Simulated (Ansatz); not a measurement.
in.yaml

```yaml
crystal:
  periodic: [false, false, false]
  atoms:
    - {symbol: Al, position_ang: [-1.692174, 0.000000, 0.000000]}
    - {symbol: H, position_ang: [-2.485098, 1.373384, 0.000000]}
    - {symbol: H, position_ang: [-2.485098, -1.373384, 0.000000]}
    - {symbol: H, position_ang: [-0.217174, 0.000000, 0.000000]}
    - {symbol: Si, position_ang: [1.811826, 0.000000, 0.000000]}
basis:
  gaussian: {orbitals: 6-31G}
magnetization: {spin_polarized: false, initial_magnetization: 2}
correlation: {method: mp2, electrons: outside_noble_gas}
output: {forces: true}
```

```sh
$ ansatz run in.yaml --threads 1 --pin off --events-out ev --progress --plain --max-ram 2393MiB
```

Output:

```
374 factors; integrals over basis functions are off by at most 1.5e-4 eV
mean field evaluation 1: about -14486.8940 eV, gradient 8.5e0 eV
mean field evaluation 2: about -14486.8971 eV, gradient 8.5e0 eV
mean field evaluation 4: about -14487.7946 eV, gradient 5.8e-1 eV
mean field evaluation 8: about -14487.7986 eV, gradient 4.1e-4 eV
mean field evaluation 16: about -14487.7964 eV, gradient 3.7e-1 eV
mean field -14487.79857945 eV, -532.4167776122 hartree, gradient 3.1e-6 eV, S^2 2.000000; 4 other end points of the search recorded, 0 dependent functions left out
mean field evaluation 32: about -14487.8376 eV, gradient 1.4e-4 eV
10 core orbitals not correlated: weight in the atoms' cores, before any rotation towards them, 1.000 or more for the frozen orbitals, at most 0.000 for the correlated occupied ones
reference -14487.79857945 eV, -532.4167776122 hartree; 6, 4 occupied and 16, 18 virtual orbitals, 374 factors
second order -1.63231124 eV of doubles, -0.02497180 eV of singles
the calculation of the forces begins
Total energy: -14489.45586249 eV, -532.4776816406 hartree
Atom 0 at    -1.692174     0.000000     0.000000 Å, force    -2.334180    -0.000000     0.000000 eV/Å
Atom 1 at    -2.485098     1.373384     0.000000 Å, force    -0.033335     0.294374     0.000000 eV/Å
Atom 2 at    -2.485098    -1.373384     0.000000 Å, force    -0.033335    -0.294374    -0.000000 eV/Å
Atom 3 at    -0.217174     0.000000     0.000000 Å, force     2.459016     0.000000    -0.000000 eV/Å
Atom 4 at     1.811826     0.000000     0.000000 Å, force    -0.058166     0.000000    -0.000000 eV/Å
Dipole moment:    -0.420114     0.000000     0.000000 e Å
```

Forces (eV/Å):
```
Al  -2.334  0.000  0.000
H   -0.033  0.294  0.000
H   -0.033 -0.294  0.000
H    2.459  0.000  0.000
Si  -0.058  0.000  0.000
```

Ran on 1 thread of Arm Neoverse V1, shared host: 0.6 s wall, 0.21 GiB peak host memory.
